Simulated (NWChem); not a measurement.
# C3H3FN− (SMILES C[C-](F)C#N) at 5 levels

We compute a comparison of 5 runs (HF/STO-3G, HF/3-21G, B3LYP/6-31G*, TPSS/6-311+G**) of C3H3FN−. 

The results are computed with NWChem 7.3.0.

## 1. The system as given

The species is C3H3FN− (8 atoms), meant as a singlet with charge -1. As SMILES, `C[C-](F)C#N`. The shape is that of a GFN2-xTB optimisation.

Bond lengths: C1–C2 1.506 Å, C2–F3 1.454 Å, C2–C4 1.365 Å, C4–N5 1.174 Å, C1–H6 1.106 Å, C1–H7 1.096 Å, C1–H8 1.091 Å. Angles: C1–C2–F3 109.5°, C1–C2–C4 119.9°, F3–C2–C4 114.3°, C2–C4–N5 167.3°, C2–C1–H6 114.2°, C2–C1–H7 110.4°, C2–C1–H8 108.6°, H6–C1–H7 107.1°, H6–C1–H8 107.9°, H7–C1–H8 108.3°.

## 2. Energy and gradient at HF/STO-3G (run 1)

c3h3fn.nw

```
start c3h3fn
title "C3H3FN gradient"
memory 2200 mb
charge -1
geometry units angstroms noautosym nocenter noautoz
  C     -0.478520    -0.666750     0.508180
  C      0.575830     0.004080    -0.332850
  F      1.841380     0.005730     0.383790
  C      0.291810     1.175690    -0.973520
  N      0.047490     2.032960    -1.737040
  H     -0.634890    -0.199430     1.497930
  H     -0.216430    -1.716450     0.684930
  H     -1.426670    -0.635830    -0.031410
end
basis spherical bse
  C library STO-3G
  F library STO-3G
  N library STO-3G
  H library STO-3G
end
scf
  nopen 0
  rhf
  thresh 1e-08
  maxiter 80
end
task scf gradient
```

The run is started by

```bash
$ nwchem c3h3fn.nw > c3h3fn.out
```

Log:

```text
[...]
  functions       =    28
[...]
  wavefunction    = RHF
[...]
         Total SCF energy =   -265.522167865544
      One-electron energy =   -667.608174666128
      Two-electron energy =    255.668832653676
 Nuclear repulsion energy =    146.417174146908
        Time for solution =      1.0s
[...]
                         RHF ENERGY GRADIENTS
    atom               coordinates                        gradient
                 x          y          z           x          y          z
   1 C      -0.904272  -1.259975   0.960321    0.008417  -0.000157  -0.009396
   2 C       1.088161   0.007710  -0.628995   -0.062673   0.025602  -0.029748
   3 F       3.479704   0.010828   0.725258    0.034225  -0.000474   0.019021
   4 C       0.551441   2.221732  -1.839686    0.011592  -0.025883   0.028530
   5 N       0.089743   3.841737  -3.282530   -0.000205  -0.005506  -0.005622
   6 H      -1.199768  -0.376868   2.830677    0.003597   0.007196   0.004857
   7 H      -0.408993  -3.243620   1.294330    0.005238  -0.003898  -0.001604
   8 H      -2.696015  -1.201544  -0.059356   -0.000190   0.003121  -0.006037
[...]
```

Run time: 1.7 s. Hardware: 1 thread of AMD EPYC 9R45 (Zen 5), shared host; peak memory 0.098 GiB.

## 3. Energy and gradient at HF/3-21G (run 2)

run.py

```python
from ase import Atoms
from ase.calculators.nwchem import NWChem

atoms = Atoms(['C', 'C', 'F', 'C', 'N', 'H', 'H', 'H'], positions=[
    [-0.478520, -0.666750, 0.508180],
    [0.575830, 0.004080, -0.332850],
    [1.841380, 0.005730, 0.383790],
    [0.291810, 1.175690, -0.973520],
    [0.047490, 2.032960, -1.737040],
    [-0.634890, -0.199430, 1.497930],
    [-0.216430, -1.716450, 0.684930],
    [-1.426670, -0.635830, -0.031410],
])

calc = NWChem(
    label='m1',
    theory='scf',
    memory='2200 mb',
    basis='3-21G',
    basispar='spherical bse',
    charge=-1,
    scf={'nopen': '0', 'rhf': None, 'thresh': '1e-08', 'maxiter': '80'},
)
atoms.calc = calc

forces = atoms.get_forces()
print("Total energy (eV):", round(atoms.get_potential_energy(), 6))
print("forces (eV/A):")
for s, f in zip(atoms.symbols, forces):
    print(f"{s:2s} {f[0]:10.5f} {f[1]:10.5f} {f[2]:10.5f}")
print("dipole (e A):", atoms.get_dipole_moment().round(4))
```

The run is started by

```bash
$ export ASE_NWCHEM_COMMAND="nwchem PREFIX.nwi > PREFIX.nwo"
$ python run.py
```

Log:

```text
Total energy (eV): -7283.990517
forces (eV/A):
C     0.03363   -0.00149    0.20142
C     0.32941   -0.62334    0.73575
F    -0.21849   -0.01121    0.03276
C    -0.31511    1.11925   -2.13612
N     0.16769   -0.44927    1.21788
H     0.00087   -0.19273   -0.21201
H    -0.14660    0.23371    0.00622
H     0.14861   -0.07487    0.15416
dipole (e A): [-0.6782 -0.8783  0.8844]
```

The calculator wrote m1.nwi:

```
title "m1"

permanent_dir m1

scratch_dir m1

start m1

geometry units angstrom nocenter noautosym noautoz
  C  -4.7852000000000000e-01 -6.6674999999999995e-01 5.0817999999999997e-01
  C  5.7582999999999995e-01 4.0800000000000003e-03 -3.3284999999999998e-01
  F  1.8413800000000000e+00 5.7299999999999999e-03 3.8379000000000002e-01
  C  2.9181000000000001e-01 1.1756899999999999e+00 -9.7352000000000005e-01
  N  4.7489999999999997e-02 2.0329600000000001e+00 -1.7370399999999999e+00
  H  -6.3488999999999995e-01 -1.9943000000000000e-01 1.4979300000000000e+00
  H  -2.1643000000000001e-01 -1.7164500000000000e+00 6.8493000000000004e-01
  H  -1.4266700000000001e+00 -6.3583000000000001e-01 -3.1410000000000000e-02
end

charge -1

memory 2200 mb

basis spherical bse noprint
   * library 3-21G
end

scf
  nopen 0
  rhf
  thresh 1e-08
  maxiter 80
end

task scf gradient
```

m1.nwo:

```text
Northwest Computational Chemistry Package (NWChem) 7.3.0
             --------------------------------------------------------

           Job information
           ---------------

    nwchem branch   = 7.3.0
    use scalapack   = T
    input           = m1.nwi
    prefix          = m1.
    data base       = m1/m1.db
    status          = startup
    nproc           =        1

           Memory information
           ------------------

    heap     =     72089594 doubles =      550.0 Mbytes
    stack    =     72089599 doubles =      550.0 Mbytes
    global   =    144179200 doubles =     1100.0 Mbytes (distinct from heap & stack)
    total    =    288358393 doubles =     2200.0 Mbytes
    verify   = yes
    hardfail = no

           Directory information
           ---------------------

  0 permanent = m1
  0 scratch   = m1

                                NWChem Input Module
                                -------------------

                                        m1
                                        --

[... 126 lines left out ...]
 Convergence threshold     :          1.000E-08
[... 13 lines left out ...]
       Final RHF  results
[... 3 lines left out ...]
      One-electron energy =   -665.971871764860
[... 1 line left out ...]
 Nuclear repulsion energy =    146.417174146908
[... 37 lines left out ...]
                       ROHF Final Molecular Orbital Analysis
[... 210 lines left out ...]
     1   1 0 0     -1.281614      0.000000     32.052739
[... 8 lines of this table left out ...]
     2   0 0 2    -30.459416      0.000000    118.064321

                              NWChem Gradients Module
                              -----------------------

                                        m1

  wavefunction    =   RHF

                         RHF ENERGY GRADIENTS

    atom               coordinates                        gradient
                 x          y          z           x          y          z
   1 C      -0.904272  -1.259975   0.960321   -0.000654   0.000029  -0.003917
   2 C       1.088161   0.007710  -0.628995   -0.006406   0.012122  -0.014308
   3 F       3.479704   0.010828   0.725258    0.004249   0.000218  -0.000637
[... 4 lines of this table left out ...]
   8 H      -2.696015  -1.201544  -0.059356   -0.002890   0.001456  -0.002998

                 ----------------------------------------
                 |  Time  |  1-e(secs)   |  2-e(secs)   |
                 ----------------------------------------
                 |  CPU   |       0.00   |       0.16   |
                 ----------------------------------------
                 |  WALL  |       0.00   |       0.16   |
                 ----------------------------------------

 Task  times  cpu:        1.3s     wall:        1.3s
 Total times  cpu:        1.3s     wall:        1.3s
```

It took 2.1 s on 1 thread of AMD EPYC 9R45 (Zen 5), shared host; peak memory 0.099 GiB.

Runs 3 to 4 aren't shown in full; the table further down has their settings and results.

## 4. Energy and gradient at TPSS/6-311+G(d,p) (run 5)

c3h3fn.nw

```
START c3h3fn
memory stack 880 mb heap 220 mb global 1100 mb
charge -1

GEOMETRY units angstroms noautosym nocenter noautoz
 C     -0.478520    -0.666750     0.508180
 C      0.575830     0.004080    -0.332850
 F      1.841380     0.005730     0.383790
 C      0.291810     1.175690    -0.973520
 N      0.047490     2.032960    -1.737040
 H     -0.634890    -0.199430     1.497930
 H     -0.216430    -1.716450     0.684930
 H     -1.426670    -0.635830    -0.031410
END

BASIS spherical bse
 * library 6-311+G**
END

DFT
 xc xtpss03 ctpss03
 grid fine
 convergence energy 1e-08
 maxiter 100
 mulliken
END

TASK dft gradient
```

The run is started by

```bash
$ nwchem c3h3fn.nw > c3h3fn.out
```

Log:

```text
[...]
          Wavefunction type:  closed shell.
          No. of atoms     :     8
          No. of electrons :    38
[...]
          Charge           :    -1
          Spin multiplicity:     1
[...]
          AO basis - number of functions:   128
[...]
              XC Information
              --------------
                  TPSS metaGGA Exchange Functional  1.000
             TPSS03 metaGGA Correlation Functional  1.000
[...]
 d= 0,ls=0.0,diis     1   -270.6019159363 -4.17D+02  3.99D-02  2.15D+00     2.3
[...]
 d= 0,ls=0.0,diis    12   -270.8072932898 -4.30D-09  3.70D-07  8.55D-10    22.8
         Total DFT energy =     -270.807293289819
      One electron energy =     -667.606349542500
           Coulomb energy =      285.374231256010
    Exchange-Corr. energy =      -34.992349150238
 Nuclear repulsion energy =      146.417174146908
[...]
      Total Density - Mulliken Population Analysis
     ---------------------------------------------
    Atom       Charge   Shell Charges
 -----------   ------   -------------------------------------------------------
    1 C    6     6.57   1.10  0.89  0.64  0.75  1.51  0.46  0.91  0.20  0.06  0.05
    2 C    6     6.25   1.11  0.89  0.61  0.75  1.46  0.50  0.71  0.06  0.08  0.10
    3 F    9     9.23   1.08  0.92  1.17  1.09  2.32  0.90  1.76 -0.08  0.06  0.00
    4 C    6     5.84   1.11  0.88  0.65  0.80  1.36  0.35  0.57 -0.15  0.19  0.09
    5 N    7     7.48   1.10  0.90  0.75  0.92  1.62  0.95  1.16  0.03  0.03  0.03
    6 H    1     0.89   0.27  0.52  0.08  0.02
    7 H    1     0.87   0.28  0.51  0.06  0.02
    8 H    1     0.87   0.28  0.51  0.06  0.02
[...]
  wavefunction    = closed shell
                         DFT ENERGY GRADIENTS
    atom               coordinates                        gradient
                 x          y          z           x          y          z
   1 C      -0.904272  -1.259975   0.960321   -0.008689  -0.001734   0.002276
   2 C       1.088161   0.007710  -0.628995    0.003951   0.023803  -0.008945
   3 F       3.479704   0.010828   0.725258   -0.003724  -0.002899  -0.004459
   4 C       0.551441   2.221732  -1.839686   -0.008467   0.014714  -0.004182
   5 N       0.089743   3.841737  -3.282530    0.010140  -0.035795   0.020575
   6 H      -1.199768  -0.376868   2.830677    0.001860  -0.002239  -0.006021
   7 H      -0.408993  -3.243620   1.294330    0.001166   0.003626  -0.000920
   8 H      -2.696015  -1.201544  -0.059356    0.003764   0.000524   0.001676
[...]
```

It took 30 s on 1 thread of AMD EPYC 9R45 (Zen 5), shared host; peak memory 0.12 GiB.

## 5. Overview of the runs

| run | level | iteration cap | module | energy (Eh) | HOMO energy (eV) | LUMO energy (eV) | HOMO–LUMO gap (eV) | wall time |
| --- | --- | --- | --- | --- | --- | --- | --- | --- |
| 1 | HF/STO-3G | 80 | scf | -265.522168 | 2.38 | 16.73 | 14.36 | 1.7 s |
| 2 | HF/3-21G | 80 | scf | -267.681716 | -1.33 | 11.28 | 12.61 | 2.1 s |
| 3 | B3LYP/6-31G* (spherical functions) | 100 | dft | -270.658321 | – | – | – | 17 s |
| 4 | B3LYP/6-31G* (Cartesian functions) | 100 | dft | -270.663927 | 1.56 | 6.44 | 4.88 | 18 s |
| 5 | TPSS/6-311+G** | 100 | dft | -270.807293 | 1.43 | 3.45 | 2.02 | 30 s |

## 6. Outcome

| quantity | value |
| --- | --- |
| run 5: total energy | -270.80729 Eh |
| run 5: HOMO energy | 1.43 eV |
| run 5: LUMO energy | 3.45 eV |
| run 5: HOMO–LUMO gap (to an unbound level, set by the basis) | 2.02 eV |
| run 5: largest force on an atom | 2.186 eV/Å |

What this shows: Over runs 1, 2, 4, 5 the HOMO–LUMO gap runs from 2.02 eV (TPSS/6-311+G**) to 14.36 eV (HF/STO-3G). The two ends differ in method and basis. The empty levels of an anion lie above zero and hang on the basis. Totals of different functionals can't be ranked against each other. In runs 1, 4, 5 the HOMO lies above zero, so the outermost electron may be held by the basis alone. In run 1 the basis is minimal, so the values are rough. All runs together took 68 s, the longest 30 s.
